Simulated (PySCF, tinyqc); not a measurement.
Inside a calculation. Method: RKS/LDA (PW92) in the sto-6g basis, for CH2, spin multiplicity 1. The lowest restricted solution is unstable here: a spin-polarised one lies 0.0040 hartree lower (PySCF). One step of it, computed by the program tinyqc.

Question. Iteration 1: diagonalisation and new density. Diagonalise F' = X^T F X, C = X C', fill 4 alpha and 4 beta electrons from the bottom; D = 2 C_occ C_occ^T. Each column has its largest component positive (the first on a tie).

Kohn-Sham matrix F (hartree), order 1C 1s, 1C 2s, 1C 2px, 1C 2py, 1C 2pz, 2H 1s, 3H 1s:
```
[[-8.488259, -2.305864, 0.000000, 0.000167, -0.009400, -0.217977, -0.228226],
 [-2.305864, -0.461862, 0.000000, 0.002020, -0.117785, -0.171896, -0.177329],
 [0.000000, 0.000000, 0.519647, 0.000000, 0.000000, 0.000000, 0.000000],
 [0.000167, 0.002020, 0.000000, 0.510670, 0.001017, -0.088346, 0.090295],
 [-0.009400, -0.117785, 0.000000, 0.001017, 0.545287, -0.081796, -0.083500],
 [-0.217977, -0.171896, 0.000000, -0.088346, -0.081796, -0.181217, -0.040558],
 [-0.228226, -0.177329, 0.000000, 0.090295, -0.083500, -0.040558, -0.179448]]
```

X, order 1C 1s, 1C 2s, 1C 2px, 1C 2py, 1C 2pz, 2H 1s, 3H 1s:
```
[[-0.402745, -0.025066, 0.706036, 0.000000, -0.585815, 0.009030, 0.251644],
 [0.900715, 0.040244, -0.327211, 0.000000, -0.309719, 0.011859, 0.490765],
 [0.000000, 0.000000, 0.000000, 1.000000, 0.000000, 0.000000, 0.000000],
 [-0.044211, 0.853957, 0.003161, 0.000000, 0.000926, 0.640509, -0.012473],
 [0.450448, 0.016969, 0.655440, 0.000000, 0.618341, 0.004324, 0.245574],
 [-0.564155, -0.679845, -0.240587, 0.000000, 0.198972, 0.426848, 0.366529],
 [-0.635993, 0.628578, -0.233094, 0.000000, 0.193719, -0.409020, 0.385353]]
```

Give: F' = X^T F X; orbital energies; coefficients C; D after iteration 1.

Answer.

F' = X^T F X (hartree):
```
[[0.0333, -0.0348, 1.0603, 0.0000, -0.9870, 0.0063, 0.8133],
 [-0.0348, 0.4510, 0.0789, 0.0000, -0.0791, 0.3687, 0.0513],
 [1.0603, 0.0789, -2.8177, 0.0000, 3.6911, -0.0595, -1.9871],
 [0.0000, 0.0000, 0.0000, 0.5196, 0.0000, 0.0000, 0.0000],
 [-0.9870, -0.0791, 3.6911, 0.0000, -3.4457, 0.0665, 2.2244],
 [0.0063, 0.3687, -0.0595, 0.0000, 0.0665, 0.0638, -0.0444],
 [0.8133, 0.0513, -1.9871, 0.0000, 2.2244, -0.0444, -1.5213]]
```

orbital energies (hartree): [-8.4959, -0.2226, -0.1563, 0.3307, 0.5196, 0.6324, 0.6751]

coefficients C, order 1C 1s, 1C 2s, 1C 2px, 1C 2py, 1C 2pz, 2H 1s, 3H 1s:
```
[[0.9919, -0.0882, -0.0027, -0.2762, 0.0000, -0.0006, 0.0021],
 [0.0328, 0.2061, 0.0064, 1.1005, 0.0000, 0.0452, -0.0132],
 [0.0000, 0.0000, 0.0000, 0.0000, 1.0000, 0.0000, 0.0000],
 [-0.0001, -0.0005, -0.1075, 0.0063, 0.0000, 0.0544, 1.0616],
 [0.0033, 0.0985, 0.0027, 0.0484, 0.0000, 1.0297, -0.0556],
 [-0.0058, 0.6136, -0.6929, -0.4071, 0.0000, -0.2577, -0.3249],
 [-0.0060, 0.5981, 0.6993, -0.4174, 0.0000, -0.2294, 0.3656]]
```

D after iteration 1, order 1C 1s, 1C 2s, 1C 2px, 1C 2py, 1C 2pz, 2H 1s, 3H 1s:
```
[[2.1358, -0.5794, 0.0000, -0.0030, -0.0375, 0.1089, 0.1094],
 [-0.5794, 2.5093, 0.0000, 0.0124, 0.1474, -0.6522, -0.6637],
 [0.0000, 0.0000, 0.0000, 0.0000, 0.0000, 0.0000, 0.0000],
 [-0.0030, 0.0124, 0.0000, 0.0232, -0.0001, 0.1432, -0.1562],
 [-0.0375, 0.1474, 0.0000, -0.0001, 0.0241, 0.0777, 0.0812],
 [0.1089, -0.6522, 0.0000, 0.1432, 0.0777, 2.0449, 0.1048],
 [0.1094, -0.6637, 0.0000, -0.1562, 0.0812, 0.1048, 2.0420]]
```
